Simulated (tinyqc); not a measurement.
Ways to converge the cycle: SCF convergence aids in the sto-3g basis, for NH, spin multiplicity 3. Computed by the program tinyqc with PySCF. UHF with one setting changed at a time; a run stops when the energy changes by less than 1e-09 hartree and the error matrix is below 1e-5. The start is the core Hamiltonian. Damping d keeps d of the old density; a shift (hartree) raises the virtual levels; DIIS n extrapolates F over n matrices.

Geometry (angstrom):
```
atom       x       y       z
N     0.0000  0.0000  0.0000
H     0.0000  0.0000  1.3110
```

lowest solution found by these runs and by PySCF with stability checks = -54.235531 hartree

Largest element of the error matrix X^T (FDS - SDF) X:
```
iteration    plain  damping 0.3  damping 0.6  shift 0.4   DIIS 3   DIIS 8
1          2.5e-01      2.5e-01      2.5e-01    2.5e-01  2.5e-01  2.5e-01
2          4.8e-02      1.2e-01      1.9e-01    2.3e-01  4.8e-02  4.8e-02
3          1.7e-02      5.0e-02      1.4e-01    9.8e-02  1.6e-02  1.6e-02
4          1.2e-02      2.5e-02      9.2e-02    4.2e-02  1.2e-02  1.2e-02
5          1.1e-02      1.6e-02      6.3e-02    2.2e-02  9.4e-03  9.2e-03
6          9.5e-03      1.3e-02      4.3e-02    1.5e-02  3.5e-03  3.0e-03
8          7.3e-03      9.7e-03      2.4e-02    1.0e-02  6.5e-05  1.0e-04
10         5.5e-03      8.0e-03      1.5e-02    8.6e-03  4.5e-07  6.1e-07
14         3.0e-03      5.4e-03      9.8e-03    6.0e-03        -        -
20         1.1e-03      2.9e-03      6.7e-03    3.3e-03        -        -
30         1.9e-04      9.2e-04      3.8e-03    1.1e-03        -        -
45         1.3e-05      1.5e-04      1.5e-03    1.9e-04        -        -
60               -      2.5e-05      5.6e-04    3.1e-05        -        -
```

How each run ends:
```
run          iterations  E (hartree)                                                        state
plain                47   -54.235531                                                 lowest found
damping 0.3         >60   -54.235531  falls steadily but slowly, by a factor of about 0.89 a step
damping 0.6         >60   -54.235526  falls steadily but slowly, by a factor of about 0.94 a step
shift 0.4           >60   -54.235531  falls steadily but slowly, by a factor of about 0.89 a step
DIIS 3               10   -54.235531                                                 lowest found
DIIS 8               11   -54.235531                                                 lowest found
```

What does the comparison show, and why?

3 of 6 runs reach the lowest solution found, in 10 to 47 iterations (fastest: DIIS 3). Not converged: damping 0.3, damping 0.6, shift 0.4. Plain steps already contract here, so damping only slows them. DIIS 3 and DIIS 8 gain by cancelling the error over several earlier matrices, much as a quasi-Newton step does.
